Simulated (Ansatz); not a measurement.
**C2H2, singlet: CASSCF and its corrections**

Program: Ansatz, Gaussian basis, development build. Basis cc-pVDZ, nonrelativistic, 2 orbitals frozen in the corrections. State-specific CASSCF; RHF is the lowest restricted (open-shell) Hartree–Fock solution met. Letters tell apart solutions met in one space. No symmetry is imposed, so a solution can break that of the shape. No proof that the lowest CASSCF solution was found.

Geometry:

```xyz
4

C     0.0000    0.0000   -0.5163
C     0.0000    0.0000    0.8877
H     0.0000   -1.0240   -1.1142
H     0.0000    1.0240   -1.1142
```

CASSCF less RHF, in eV, and natural occupations:

```csv
CAS,CASSCF,occupations
"(4,4) a",-1.661,"1.98, 1.92, 0.08, 0.02"
"(4,4) b",-1.467,"1.94, 1.90, 0.10, 0.06"
```

(1) What totals less RHF do the corrections give on each solution?

(2) In CAS(4,4), is the solution lowest in CASSCF also lowest after SC-NEVPT2?

Answers

(1) 

```csv
CAS,SC-NEVPT2
"(4,4) a",-6.438
"(4,4) b",-6.712
```

(2) No: (4,4) b is lowest after SC-NEVPT2, 0.27 eV under (4,4) a, which leads in CASSCF.
